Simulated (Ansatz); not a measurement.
C3H5NO can be A, `OC1=NCC1`, or B, `NC#CCO`.

Calculated with Ansatz (gas phase, PBE0-D4/def2-TZVP geometries, no zero-point term in ΔE). CCSD(T)/CBS adds triple-zeta CCSD(T) − MP2 to the extrapolated MP2 energy (def2 sets, frozen cores). Functionals use def2-TZVPP. B3LYP here is the variant with VWN-RPA as its local correlation; programs differ in this. One conformer a species, not always the lowest.

Problem. Which is lower in electronic energy at CCSD(T)/CBS, and by how much? (Best estimate.)

Solution. Computed: A, by 24.4 kcal/mol.

Problem. Give E(B) − E(A) in kcal/mol with MP2/def2-TZVPP, B3LYP, PBE0-D4, CCSD(T)/def2-TZVPP, PBE-D4, B2PLYP, LDA (SPW92). (An estimate is asked.)

Solution. The calculation gave: MP2/def2-TZVPP 24.9, B3LYP 20.8, PBE0-D4 27.3, CCSD(T)/def2-TZVPP 25.9, PBE-D4 26.2, B2PLYP 22.2, LDA (SPW92) 28.4. None reverses the order clearly.

Problem. Does the order hold for the free energy at 298.15 K (harmonic terms from PBE0-D4)? (Estimate.)

Solution. The calculation gave: Yes: G(B) − G(A) = +21.7 kcal/mol, for one conformer each.

Largest T1 diagnostic: 0.012.

At CCSD(T), def2-SVP lies +4.3 kcal/mol from the extrapolated value and def2-TZVPP +1.5 kcal/mol. Leaving LDA and LC-ωPBE aside and taking each functional with its dispersion term where it has one, the values, not all of them listed here, spread over 7.5 kcal/mol, from BLYP-D4 to ωB97X-V. LDA lies +2.8 kcal/mol from PBE without D4.
